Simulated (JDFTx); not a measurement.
System: chloroform, CHCl3 (SMILES ClC(Cl)Cl), charge 0, multiplicity 1; geometry: optimised with GFN2-xTB in vacuum (no frequencies checked; largest PBE force component 0.4 eV/Å). Coordinates in Å:
```xyz
5

Cl     0.503     1.376    -0.830
C      0.168    -0.265    -0.261
Cl    -1.422    -0.795    -0.830
Cl     1.422    -1.376    -0.830
H      0.168    -0.265     0.830
```

Method: PBE, GBRV ultrasoft potentials, plane waves to 20/100 Ha, in JDFTx (a modified build). Liquid: CANDLE, water, 1 M NaCl. The liquid run sits in a periodic box with 3.75 Å from the outermost atoms to the faces; the vacuum run is isolated. The box matters at about 0.01 eV. Solvation energy here means the total energy in the continuum liquid minus that in vacuum, same nuclei, nothing added for thermal motion or standard states.

solvation energy: 1.4 kcal/mol
part: cavitation term of the fluid: 12.4 kcal/mol
part: dispersion term of the fluid: -8.0 kcal/mol
part: electrostatic term of the fluid: -3.7 kcal/mol
part: distortion of the solute's electrons: 0.6 kcal/mol
dipole moment in vacuum: 1.02 D
dipole moment in the liquid: 1.60 D
highest occupied level in vacuum (zero: vacuum level): -7.46 eV
highest occupied level in the liquid (zero: bulk electrolyte): -7.30 eV
volume of the model's cavity: 248.4 Å³
rough cost, vacuum and liquid run: 3 min and 2 min of core time
